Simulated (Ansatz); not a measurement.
A made-up structure of CH$_{4}$OS, closed shell:

O1  (-1.213, -0.422, -0.167)
C2  (-0.151, 0.472, -0.040)
S3  (1.490, -0.299, -0.019)
H4  (-1.039, -0.991, -0.924)
H5  (-0.098, 1.189, -0.868)
H6  (-0.312, 1.023, 0.886)
H7  (-1.067, -1.245, 0.324)
(Å)

It is relaxed with PBE-D4/def2-SVP and then PBE0-D4/def2-TZVP (Ansatz 0.2.0). Atoms count as bonded within 1.22 times the sum of their covalent radii (H–H: 0.88 Å). The end point is not checked to be a true minimum.

(1) Does its bonding change? (Judge from chemistry; the calculation decides.)

Answers

(1) By the calculation: Yes. Formed: none; broken: O1–C2.

Where it ends: The first stage lowers the energy by 2.03 eV in 13 steps. It ends as a complex of CH₂S ([CH2][S]) + H₂O:
O1  (-1.834, -0.968, -0.326)
C2  (0.463, 0.905, 0.049)
S3  (1.825, 0.061, 0.043)
H4  (-1.334, -1.265, -1.090)
H5  (0.030, 1.322, -0.859)
H6  (-0.093, 1.111, 0.963)
H7  (-1.446, -1.440, 0.414)
(Å)

Labels in which every atom is bracketed show which atoms are joined, not bond orders.

For scale, one of the runs: PBE0-D4/def2-TZVP relaxation, 123 basis functions, launched by `ansatz run in.yaml --threads 2 --pin off --events-out ev --progress --plain --max-ram 4352MiB`. Hardware: 2 CPU threads of an Arm Neoverse V1, shared host. Wall time about 29 s.
